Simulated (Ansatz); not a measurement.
We consider pyrite RuS2, described by PBE in Ansatz (PAW).

Settings: plane-wave cutoff 520 eV, 6×6×6 k mesh, Fermi–Dirac smearing 0.01 eV, no spin polarisation, scalar-relativistic PAW data made under PBE.

Shape and atoms are relaxed at each volume.

Pressure at four volumes; x = ln(V/15.021 Å³). One pressure is withheld.

```csv
V (Å³/atom),x,P (GPa)
14.420,-0.0408,?
14.720,-0.0202,3.68
15.021,0.0000,0.00
15.621,0.0392,-6.16
```

### Question
Pass a parabola P(x) through the three rows shown, estimate the bulk modulus and its pressure derivative near zero pressure, and predict the withheld pressure.

### Answer
Slopes between the rows: (0.00 − (3.68))/(0.0000 − (-0.0202)) = -182.18 and (-6.16 − (0.00))/(0.0392 − (0.0000)) = -157.14 GPa. Their difference over the span 0.0594 is c = 25.04/0.0594 = 421.5 GPa, so P(x) = 3.68 + (-182.18)(x − (-0.0202)) + 421.5 (x − (-0.0202))(x − (0.0000)). At the middle row B = −dP/dx = −[-182.18 + 421.5 × 0.0202] = 173.7 GPa, and B′ = dB/dP = 2c/B = 4.9. At x = -0.0408 the parabola gives 7.79 GPa; the run gives 7.82 GPa. The Birch–Murnaghan fit to the energies at all volumes has B0 = 173 GPa and B′ = 4.9.

Ansatz is a quantum-chemistry and plane-wave program.
